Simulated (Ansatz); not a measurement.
## What a trial cell of AgPd₂ relaxes into

Method: DFT PBE, scalar-relativistic, plane waves, PAW (Ansatz). Cutoff 420 eV, Γ-centred k mesh, Gaussian smearing, no spin polarisation in the final step.

The start puts AgPd₂ on the tetragonal zirconia structure type (P4_2/nmc, No. 137), with Ag in place of Zr, Pd in place of O, at a guessed volume.

```xyz
6
Lattice="4.1466 0.0000 0.0000 0.0000 4.1466 0.0000 0.0000 0.0000 5.9695" Properties=species:S:1:pos:R:3 pbc="T T T"
Ag    0.0000    0.0000    0.0000
Ag    2.0733    2.0733    2.9847
Pd    0.0000    2.0733    1.2118
Pd    0.0000    2.0733    4.1965
Pd    2.0733    0.0000    1.7729
Pd    2.0733    0.0000    4.7577
```

Steps on the 4×4×4 mesh (6 atoms). 12 of 18 steps are shown, and the free energy counts from the last. Trial steps that were taken back and renewals of the plane-wave basis can be among the rows.

| step | ΔF (meV/atom) | V (Å³/atom) | P (GPa) | largest force component (eV/Å) |
| --- | --- | --- | --- | --- |
| 1 | 390.7 | 17.11 | 21.56 | 2.022 |
| 3 | 95.6 | 19.33 | 0.39 | 0.200 |
| 4 | 91.1 | 19.37 | 0.10 | 0.078 |
| 6 | 74.2 | 19.47 | -0.90 | 0.020 |
| 7 | 61.6 | 19.30 | -1.07 | 0.057 |
| 9 | 58.8 | 18.92 | 0.57 | 0.001 |
| 10 | 58.6 | 18.97 | 0.04 | 0.002 |
| 12 | 24.0 | 19.01 | 1.53 | 0.000 |
| 13 | 9.5 | 19.16 | 0.75 | 0.004 |
| 15 | 3.1 | 19.29 | 0.09 | 0.001 |
| 16 | 0.4 | 19.29 | 0.47 | 0.001 |
| 18 | 0.0 | 19.45 | -0.20 | 0.001 |

A final relaxation ran on a 18×18×18 mesh. The relaxed crystal, I4/mmm (No. 139):

```cif
data_structure
_symmetry_space_group_name_H-M 'I4/mmm'
_symmetry_Int_Tables_number 139
_cell_length_a 3.7591
_cell_length_b 3.7591
_cell_length_c 8.1942
_cell_angle_alpha 90.000
_cell_angle_beta 90.000
_cell_angle_gamma 90.000
_cell_volume 115.79
loop_
_atom_site_label
_atom_site_type_symbol
_atom_site_symmetry_multiplicity
_atom_site_Wyckoff_symbol
_atom_site_fract_x
_atom_site_fract_y
_atom_site_fract_z
_atom_site_occupancy
Ag1 Ag 2 a 0.00000 0.00000 0.00000 1
Pd1 Pd 4 d 0.00000 0.50000 0.25000 1
```

```json
{"Volume per atom": "19.30 Å³", "Density": "9.20 g/cm³", "Energy over the elements": "0.37 eV/atom", "Gap on the 18×18×18 mesh": "0 eV (a metal)"}
```

Energies over the elements count from the elements' standard structures at the same level, with no empirical corrections.

The final run used a 18×18×18 mesh on its 3-atom cell and 0.10 eV smearing. The k mesh leaves about 4 meV/atom of noise in metals.

Symmetry constrained the relaxation, so the result can be a saddle point.

Cost: 3 runs of about 5 core-minutes in all, on Intel Xeon 6975P-C (Granite Rapids) (shared hosts).